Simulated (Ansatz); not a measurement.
Relaxation of CH₉NSi (12 atoms, charge 0, multiplicity 1), to a largest force component of 0.03 eV/Å in at most 50 steps.

Method: RKS B3LYP-D4/6-31G* (Ansatz).

```xyz
12
Properties=species:S:1:pos:R:3:forces:R:3
Si 0.131 -0.101 0.120 0.29 -0.19 -0.29
C 0.135 -0.084 1.998 0.39 0.04 0.27
H -0.610 -0.764 2.421 -0.02 0.01 -0.04
H 1.109 -0.420 2.374 0.01 0.02 -0.02
H -0.044 0.922 2.390 0.00 -0.01 0.07
H 1.514 -0.257 -0.413 0.03 0.10 0.00
H -0.396 1.201 -0.417 0.06 -0.09 0.07
N -0.671 -1.543 -0.423 -0.14 -0.03 0.02
H -1.649 -1.698 -0.201 0.05 0.01 -0.04
H -0.461 -1.886 -1.352 -0.02 -0.01 -0.03
H -2.329 0.600 0.886 -0.77 0.37 -1.21
H -2.078 0.449 1.530 0.12 -0.22 1.21
```

Problem. Where does it end, and by what steps?

Solution. It converged. The force dipped under the threshold on the way, but the program's further checks kept it going. After 26 steps the energy has fallen by 0.269 eV; H12 moved furthest, 1.33 Å.

```
step  energy less start (eV)  largest force component (eV/Å)  accepted
   0                  0.0000                           1.210       yes
   1                 -0.1478                           0.186       yes
   2                 -0.1951                           0.132       yes
   3                 -0.2142                           0.237       yes
   4                 -0.1653                           0.683        no
   5                 -0.2262                           0.121       yes
   6                 -0.2306                           0.293       yes
   7                 -0.2382                           0.229       yes
   8                 -0.2491                           0.284       yes
   9                 -0.2536                           0.339       yes
  10                 -0.2332                           0.989        no
  11                 -0.2619                           0.198       yes
  12                 -0.2604                           0.149        no
  13                 -0.2636                           0.070       yes
  14                 -0.2643                           0.055       yes
  15                 -0.2656                           0.092       yes
  16                 -0.2655                           0.262        no
  17                 -0.2663                           0.030       yes
  18                 -0.2669                           0.082       yes
  19                 -0.2669                           0.187       yes
  20                 -0.2679                           0.048       yes
  21                 -0.2681                           0.023       yes
  22                 -0.2684                           0.023       yes
  23                 -0.2675                           0.187        no
  24                 -0.2687                           0.042       yes
  25                 -0.2687                           0.056       yes
  26                 -0.2689                           0.017       yes
```

```xyz
12
Properties=species:S:1:pos:R:3
Si 0.266 -0.110 0.139
C 0.458 -0.105 2.010
H -0.517 -0.135 2.511
H 1.034 -0.975 2.343
H 0.974 0.802 2.347
H 1.590 -0.119 -0.542
H -0.418 1.166 -0.254
N -0.537 -1.570 -0.364
H -1.486 -1.740 -0.048
H -0.442 -1.855 -1.332
H -2.899 0.738 0.854
H -3.372 0.321 1.251
```

Whether the end is a true minimum wasn't checked by a vibrational analysis.

Run time: 80 s on 1 thread of Arm Neoverse V1 (shared host), peak memory 0.14 GiB.
